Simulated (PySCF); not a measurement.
# FH3Si2: the cost of one run

Computed with PySCF 2.14.0 and routines of our own; the level stands in each step. Atoms count from 0.

## 1. The system as given

6 atoms, charge 0, multiplicity 3; geometry from: GFN2-xTB.

## 2. Open-shell or spin-flip excitations: unrestricted TDA B3LYP/def2-SVPD

The job: settings as JSON, then the geometry in Å.

```
{"job": {"kind": "uabs", "xc": "B3LYP", "basis": "def2-SVPD", "nstates": 10, "tda": true}, "charge": 0, "multiplicity": 3}
F      2.583835     0.224997     0.228001
Si     1.443988    -0.762821    -0.472218
Si    -0.628280     0.034190    -0.000468
H     -0.938789     1.377896    -0.513430
H     -0.995414     0.080049     1.423481
H     -1.462218    -0.952321    -0.686941
```

With the program's defaults for keys left out, this is: unrestricted TDA B3LYP/def2-SVPD, vertical, gas phase, core orbitals frozen in the response.

On the command line:

```bash
> OMP_NUM_THREADS=1 python excited_run.py task.json out
```

One launch serves the whole session: the jobs run in the order shown.

Q: Estimate the wall time and peak memory of this first job on 1 thread of Arm Neoverse V1, shared host.

About 6.5 s, with a peak of 0.39 GiB.
